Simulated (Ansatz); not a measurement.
# CHO (doublet): the correlation ladder, STO-3G

How much of the correlation energy of CHO (doublet) does each wave-function method recover here?

The runs use Ansatz 0.2.0, Gaussian basis; STO-3G, core rule «outside noble gas», up to 2 orbitals frozen.

To be run: UHF; CCSD(T) on ROHF; CCSD(T) on UHF; BCCD(T) on ROHF; CISD; CCSDT(Q) on ROHF; CCSDT(Q) on UHF; CISDTQ; CCSDTQ on ROHF; CCSDTQ on UHF; CASSCF and MRCISD+Q, 11 electrons in 9 orbitals; CASSCF and NEVPT2, 11 electrons in 9 orbitals; Full CI.

24 further runs of the same task are left out: 6 for a known fault of the program, 1 that didn't finish, 17 set aside as unsound or not needed.

**1. What is computed**

The geometry is an MP2(full)/6-31G* stationary point (not a proven minimum).

3 atoms, charge 0, spin multiplicity 2.

Atoms are counted from 1 here; the program's logs count them from 0.

Bond lengths: C1–O2 1.191 Å, C1–H3 1.124 Å. Angles: O2–C1–H3 123.4°.

As a file:

| atom | x (Å) | y (Å) | z (Å) |
| --- | --- | --- | --- |
| C1 | 0.03259 | 0.63512 | 0.00000 |
| O2 | 0.03259 | -0.55572 | 0.00000 |
| H3 | -0.90580 | 1.25295 | 0.00000 |

**2. UHF**

in.yaml

```yaml
crystal:
  periodic: [false, false, false]
  atoms:
    - {symbol: C, position_ang: [0.032595, 0.635122, 0.000000]}
    - {symbol: O, position_ang: [0.032595, -0.555718, 0.000000]}
    - {symbol: H, position_ang: [-0.905800, 1.252951, 0.000000]}
basis:
  gaussian: {orbitals: STO-3G}
magnetization: {spin_polarized: true, initial_magnetization: 1}
hamiltonian: {xc: hf}
output: {orbitals: {seedname: orbitals}}
```

Launch:

```
ansatz run in.yaml --threads 1 --pin off --events-out ev --progress --plain --max-ram 3020MiB --backend cpu
```

Further steps of the session: CCSD(T) on ROHF; CCSD(T) on UHF; BCCD(T) on ROHF; CISD; CCSDT(Q) on ROHF; CCSDT(Q) on UHF; CISDTQ; CCSDTQ on ROHF; CCSDTQ on UHF; CASSCF and MRCISD+Q, 11 electrons in 9 orbitals; CASSCF and NEVPT2, 11 electrons in 9 orbitals; Full CI.

**Question.** What will the summary of the whole plan be? Wanted: FCI below the RHF energy; RMP2 from FCI; UMP2 from FCI; RCCSD from FCI; RCCSD(T) from FCI; UCCSD(T) from FCI; RCCSDT(Q) from FCI; UCCSDT(Q) from FCI; NEVPT2 valence from FCI.

**Answer**, as computed:

```
                         quantity                                                                                                                                                 value
         FCI below the RHF energy                                                                                                                                            -3.8506 eV
                    RMP2 from FCI                                                                                                                                            +521.6 meV
                    UMP2 from FCI                                                                                                                                           +1135.5 meV
                   RCCSD from FCI                                                                                                                                            +163.6 meV
                RCCSD(T) from FCI                                                                                                                                             +38.8 meV
                UCCSD(T) from FCI                                                                                                                                             +41.8 meV
               RCCSDT(Q) from FCI                                                                                                                                              +4.3 meV
               UCCSDT(Q) from FCI                                                                                                                                              +0.3 meV
          NEVPT2 valence from FCI                                                                                                                                              +0.1 meV
        MRCISD+Q valence from FCI                                                                                                                                              +0.1 meV
levels within 1 kcal/mol (43 meV)  RCCSD(T), UCCSD(T), RCCSDT, UCCSDT, CISDTQ, RCCSDT(Q), UCCSDT(Q), RCCSDTQ, UCCSDTQ, CASSCF valence, NEVPT2 valence, MRCISD valence, MRCISD+Q valence
                    T1 diagnostic                                                                                                                                                 0.023
   effectively unpaired electrons                                                                                                                                                  1.08
```

RCCSD(T) lands +38.8 meV from the yardstick (1.0 % of the correlation energy). One determinant dominates. Of the multireference levels listed NEVPT2 valence comes nearest in total energy (+0.1 meV), which doesn't show that its space is the better one. These misses are within one basis, not against nature; the frozen cores of restricted and unrestricted runs differ, which can shift their rows.
